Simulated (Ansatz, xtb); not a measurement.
**Isomers of CH5AlS in order of energy**

3 gas-phase structures of CH5AlS, found in a search over its isomers (lower ones may exist). Each was relaxed with GFN2-xTB; where two conformers were screened, the lower at r2SCAN-D4/def2-SVP is listed:

A. `[CH3][AlH][SH]`, a singlet
B. `[CH2]1[AlH2-][SH+]1`, a singlet
C. `C[S][AlH2]`, a singlet

Task: Which do you expect lowest at r2SCAN-D4/def2-SVP, and how would the others follow?

Result: Calculated order at r2SCAN-D4/def2-SVP: A (0.0), C (17.0), B (39.8) kcal/mol.

Energies above the lowest of each column, in kcal/mol; the last columns are at B3LYP-D3(BJ)/def2-SVP geometries and were run for some of them only (a dash: not run or not comparable):

| structure | GFN2-xTB | HF/STO-3G | r2SCAN-D4/def2-SVP | B3LYP-D3(BJ)/def2-SVP | CCSD(T)/def2-TZVP |
| --- | --- | --- | --- | --- | --- |
| A | 0.9 | 0.0 | 0.0 | 0.0 | 0.0 |
| C | 0.0 | 14.3 | 17.0 | 14.8 | 15.2 |
| B | 23.5 | 43.1 | 39.8 | – | – |

CCSD(T)/def2-TZVP puts A lowest of those it was run on; GFN2-xTB picks C. Flexible structures stand in one conformer each, not always the lowest. Frequencies (B3LYP-D3(BJ)/def2-SVP) were run for A, C alone.

Programs: Ansatz 0.2.0, xtb 6.7.1.
